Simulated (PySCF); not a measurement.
MgF₂ (singlet). Computed with PySCF, PBE, basis Mg def2-TZVP, F def2-TZVP (no relativity, density fitting).

Harmonic bands of its minimum:

```tsv
ω (cm⁻¹)	IR (km/mol, summed over degenerate members)	degeneracy
151	244	2
541	0.0	1
848	133	1
```

**Question.** The central atom is Mg. Infer the point group and assign the bands.

**Answer.** D∞h. The modes span πu + σg+ + σu+: 151 πu, 541 σg+, 848 σu+. The computed geometry has Mg–F 1.764 Å (×2); F–Mg–F 180.0°.
